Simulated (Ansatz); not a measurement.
Rock-salt MnSe

Method: r²SCAN (plane waves, PAW; Ansatz, a program for electronic structure).

Numerical settings: plane-wave cutoff 500 eV, 12×12×12 k mesh, Fermi–Dirac smearing 0.05 eV, ferromagnetic start, spin-polarised with parallel moments, scalar-relativistic PAW data made under PBE.

Cell: relaxed at this level.

```yaml
volume_per_atom: 20.45 Å³/atom
lattice_constant_a: 5.469 Å
band_gap: zero (no gap)
```

Note: the magnetic order was assumed, not searched for or taken from measurement; the relaxation could not lower the start's symmetry, so the cell can be a saddle point above a distorted one.

Spin–orbit coupling is not included.

Static lattice: no zero-point or thermal effects.

Cost on a shared machine: roughly 4 core-minutes.
